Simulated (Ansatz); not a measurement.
# CH₃BO (SMILES B1CO1): single points off equilibrium

An exercise on one series of results from a longer session: the logs are not shown, and one member is left open.

Computed with Ansatz 0.2.0, Gaussian basis. Level: single points in def2-TZVPP.

Correlated methods freeze the cores.

### The system as given

6 atoms, charge 0, spin multiplicity 1.

Atoms are counted from 1 here; the program's logs count them from 0.

Bond lengths: B1–C2 1.482 Å, B1–O3 1.367 Å, B1–H4 1.155 Å, C2–O3 1.473 Å, C2–H5 1.236 Å, C2–H6 1.122 Å. Angles: C2–B1–O3 62.1°, C2–B1–H4 160.5°, O3–B1–H4 137.4°, B1–C2–O3 55.1°, B1–C2–H5 123.8°, B1–C2–H6 125.3°, O3–C2–H5 110.4°, O3–C2–H6 117.7°, H5–C2–H6 109.6°, B1–O3–C2 62.8°.

Coordinates:

```
B    -0.6943   -0.4046   -0.3494
C     0.5193    0.1275    0.3148
O    -0.6389    0.9377   -0.0985
H    -1.4298   -1.1486   -0.8385
H     1.5342    0.4862   -0.2917
H     0.7411    0.0565    1.4127
```

The first run:

Input file run/in.yaml:

```yaml
crystal:
  periodic: [false, false, false]
  atoms:
    - {symbol: B, position_ang: [-0.694300, -0.404600, -0.349400]}
    - {symbol: C, position_ang: [0.519300, 0.127500, 0.314800]}
    - {symbol: O, position_ang: [-0.638900, 0.937700, -0.098500]}
    - {symbol: H, position_ang: [-1.429800, -1.148600, -0.838500]}
    - {symbol: H, position_ang: [1.534200, 0.486200, -0.291700]}
    - {symbol: H, position_ang: [0.741100, 0.056500, 1.412700]}
basis:
  gaussian: {orbitals: def2-TZVPP}
correlation: {method: ccsd_t}
output: {forces: true}
```

No record of the launch command was kept for these runs.

Among the steps run: CCSD(T)/def2-TZVPP; PBE0-D4/def2-TZVPP; wB97M-V/def2-TZVPP; r2SCAN-D4/def2-TZVPP; PBE-D4/def2-TZVPP; r2SCANh-D4/def2-TZVPP; HSE06-D4/def2-TZVPP.

One of the session's tables, all rows but one given; the rest of the session is left out.

| method | RMS force component (eV/Å) | angle to CCSD(T) forces (°) | dipole (D) |
| --- | --- | --- | --- |
| CCSD(T) | 1.426 | reference | 1.31 |
| PBE0-D4 | 1.365 | 12.1 | 1.31 |
| wB97M-V | 1.394 | 8.3 | 1.36 |
| r2SCAN-D4 | ? | ? | ? |
| PBE-D4 | 1.290 | 5.7 | 1.14 |
| r2SCANh-D4 | 1.366 | 9.3 | 1.30 |
| HSE06-D4 | 1.363 | 11.9 | 1.31 |

Estimate the missing values for r2SCAN-D4.

**Answer.** RMS force component (eV/Å): 1.342; angle to CCSD(T) forces (°): 6.4; dipole (D): 1.25. In the column «RMS force component (eV/Å)» it lies between PBE-D4 (1.290) and HSE06-D4 (1.363).
